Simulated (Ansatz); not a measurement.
Steps of a relaxation of `[SH][Mg][SH]` with RKS PBE-D4/def2-SVP.

```sh
$ ansatz run in.yaml --threads 4 --pin off --events-out ev --progress --plain --max-ram 10444MiB
```

```yaml
crystal:
  periodic: [false, false, false]
  atoms:
    - {symbol: S, position_ang: [-2.350600, 0.508500, -0.461500]}
    - {symbol: Mg, position_ang: [-0.178100, 0.242800, 0.470600]}
    - {symbol: S, position_ang: [2.017700, -0.060800, 1.401700]}
    - {symbol: H, position_ang: [-1.955500, -0.062700, -1.681500]}
    - {symbol: H, position_ang: [2.516300, -0.701500, 0.229200]}
basis:
  gaussian: {orbitals: def2-SVP}
hamiltonian: {xc: pbe, dispersion: d4}
relax: {f_tol: 0.03, max_steps: 200}
```

Positions (Å) and forces (eV/Å) along the path, 18 of 18 steps:

```xyz
5
step=1 energy=-27128.6031 eV
S    -2.351    0.508   -0.462    0.659   -0.375   -0.513
Mg   -0.178    0.243    0.471    0.210   -0.096   -0.035
S     2.018   -0.061    1.402   -0.150   -0.457   -1.235
H    -1.956   -0.063   -1.681   -0.204    0.345    0.759
H     2.516   -0.702    0.229   -0.515    0.583    1.023
5
step=2 energy=-27128.7013 eV
S    -2.289    0.501   -0.436    0.217   -0.151   -0.242
Mg   -0.144    0.210    0.425   -0.033    0.025    0.058
S     1.964   -0.051    1.379    0.050   -0.207   -0.472
H    -1.877   -0.064   -1.624   -0.137    0.131    0.240
H     2.395   -0.670    0.215   -0.097    0.202    0.415
5
step=3 energy=-27128.7108 eV
S    -2.271    0.496   -0.439   -0.088    0.012   -0.037
Mg   -0.149    0.211    0.435    0.017   -0.027   -0.050
S     1.955   -0.053    1.360    0.083   -0.006    0.042
H    -1.920   -0.055   -1.638    0.012    0.011    0.034
H     2.435   -0.673    0.241   -0.024    0.011    0.010
5
step=4 energy=-27128.7121 eV
S    -2.279    0.498   -0.439   -0.004    0.003    0.007
Mg   -0.146    0.207    0.426    0.004   -0.008   -0.010
S     1.960   -0.053    1.364   -0.002    0.006    0.006
H    -1.913   -0.054   -1.633   -0.003    0.001   -0.003
H     2.428   -0.671    0.240    0.004   -0.002    0.001
5
step=5 energy=-27128.7122 eV
S    -2.280    0.498   -0.438    0.002    0.002    0.009
Mg   -0.145    0.205    0.423    0.002   -0.006   -0.008
S     1.961   -0.052    1.365   -0.007    0.006    0.005
H    -1.917   -0.053   -1.634   -0.002    0.001   -0.005
H     2.431   -0.672    0.243    0.005   -0.004   -0.002
5
step=6 energy=-27128.7124 eV
S    -2.282    0.497   -0.434    0.007   -0.003    0.002
Mg   -0.140    0.195    0.408   -0.001    0.001    0.000
S     1.960   -0.046    1.366   -0.005    0.002   -0.002
H    -1.935   -0.045   -1.638   -0.001    0.002    0.000
H     2.446   -0.675    0.256    0.000   -0.002    0.000
5
step=7 energy=-27128.7124 eV
S    -2.282    0.495   -0.433    0.001   -0.002    0.001
Mg   -0.139    0.195    0.406    0.000    0.001    0.001
S     1.960   -0.044    1.366   -0.001    0.002   -0.001
H    -1.937   -0.043   -1.639    0.000    0.002    0.000
H     2.447   -0.677    0.258    0.000   -0.002    0.000
5
step=8 energy=-27128.7125 eV
S    -2.285    0.481   -0.426   -0.012   -0.004   -0.012
Mg   -0.137    0.193    0.401    0.002   -0.001    0.002
S     1.963   -0.031    1.361    0.017   -0.006   -0.010
H    -1.939   -0.028   -1.645    0.001    0.006    0.007
H     2.448   -0.690    0.268   -0.008    0.005    0.013
5
step=9 energy=-27128.6442 eV rejected
S    -2.320    0.312   -0.348    0.252   -0.153   -1.195
Mg   -0.115    0.178    0.347   -0.007    0.003    0.038
S     1.996    0.134    1.300    0.444   -0.824   -0.794
H    -1.959    0.150   -1.714   -0.291    0.150    1.163
H     2.448   -0.847    0.374   -0.398    0.823    0.788
5
step=10 energy=-27128.7126 eV
S    -2.287    0.473   -0.423   -0.015   -0.007   -0.022
Mg   -0.137    0.194    0.401    0.003   -0.002    0.002
S     1.965   -0.023    1.357    0.025   -0.011   -0.018
H    -1.937   -0.020   -1.648    0.000    0.010    0.016
H     2.445   -0.698    0.271   -0.013    0.010    0.022
5
step=11 energy=-27128.7128 eV
S    -2.289    0.463   -0.419   -0.013   -0.012   -0.032
Mg   -0.136    0.193    0.399    0.002   -0.001    0.004
S     1.968   -0.013    1.353    0.029   -0.016   -0.026
H    -1.935   -0.009   -1.651   -0.003    0.014    0.024
H     2.443   -0.707    0.276   -0.015    0.014    0.030
5
step=12 energy=-27128.7131 eV
S    -2.293    0.449   -0.414   -0.010   -0.015   -0.038
Mg   -0.136    0.192    0.398    0.002   -0.001    0.003
S     1.972    0.001    1.347    0.031   -0.018   -0.031
H    -1.934    0.005   -1.656   -0.004    0.017    0.032
H     2.441   -0.719    0.284   -0.019    0.017    0.034
5
step=13 energy=-27128.7137 eV
S    -2.297    0.430   -0.408   -0.003   -0.021   -0.048
Mg   -0.135    0.190    0.395    0.001    0.002    0.007
S     1.977    0.019    1.338    0.031   -0.023   -0.041
H    -1.932    0.024   -1.661   -0.009    0.021    0.040
H     2.436   -0.736    0.295   -0.020    0.021    0.041
5
step=14 energy=-27128.7146 eV
S    -2.304    0.403   -0.401    0.007   -0.027   -0.062
Mg   -0.134    0.188    0.393    0.001    0.001    0.002
S     1.986    0.043    1.324    0.032   -0.032   -0.054
H    -1.932    0.051   -1.669   -0.011    0.026    0.060
H     2.434   -0.759    0.311   -0.030    0.032    0.054
5
step=15 energy=-27128.6408 eV rejected
S    -2.343    0.219   -0.349    0.514   -0.008   -1.191
Mg   -0.125    0.174    0.366   -0.022    0.028    0.056
S     2.039    0.207    1.233    0.204   -0.997   -0.798
H    -1.909    0.236   -1.708   -0.406   -0.002    1.195
H     2.387   -0.910    0.417   -0.291    0.978    0.737
5
step=16 energy=-27128.7196 eV
S    -2.318    0.309   -0.384    0.023   -0.022   -0.046
Mg   -0.133    0.185    0.389    0.000    0.001   -0.001
S     2.014    0.119    1.269    0.011   -0.027   -0.048
H    -1.919    0.144   -1.682   -0.013    0.021    0.050
H     2.406   -0.830    0.366   -0.021    0.027    0.045
5
step=17 energy=-27128.7146 eV rejected
S    -2.330    0.211   -0.370    0.198   -0.004   -0.454
Mg   -0.130    0.181    0.379   -0.005    0.004    0.008
S     2.041    0.194    1.211    0.078   -0.379   -0.305
H    -1.911    0.241   -1.691   -0.156    0.004    0.463
H     2.379   -0.900    0.429   -0.115    0.375    0.288
5
step=18 energy=-27128.7227 eV
S    -2.320    0.259   -0.379    0.006   -0.016   -0.028
Mg   -0.131    0.184    0.383    0.001   -0.003   -0.005
S     2.026    0.153    1.237    0.015   -0.011   -0.027
H    -1.918    0.193   -1.684   -0.008    0.017    0.030
H     2.393   -0.863    0.401   -0.014    0.013    0.029
```

Hardware: 4 threads of an Arm Neoverse V1 on a shared host. Wall time 9 s, peak host memory 0.12 GiB.
